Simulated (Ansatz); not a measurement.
LiF (rock salt): values from a third-order Birch-Murnaghan fit to a volume scan beside measured ones. Computed values: PBE (plane waves to 420 eV, PAW, scalar-relativistic; Ansatz, an electronic-structure program). LiF was relaxed with its symmetry unable to fall.

| quantity | reference | kind |
|---|---|---|
| Lattice constant a (Å) | 3.972 | measured, corrected to the static lattice |
| Bulk modulus B₀ (GPa) | 76.3 | measured, corrected to the static lattice |

References as given in: Daniel Mejia-Rodriguez, S. B. Trickey, Physical Review B (2018), arXiv:1807.09216.

Question: Estimate the PBE values and the sign and size of each difference.

Answer: 
```
quantity                  PBE  difference
----------------------  -----  ----------
Lattice constant a (Å)  4.068      +2.4 %
Bulk modulus B₀ (GPa)    67.3     -11.8 %
```

PBE overestimates the lattice constant a by 2.4 %. PBE underestimates the bulk modulus B₀ by 11.8 %.

(A scan under strain: stresses follow from slopes of the energy per volume, elastic moduli from its curvatures.)
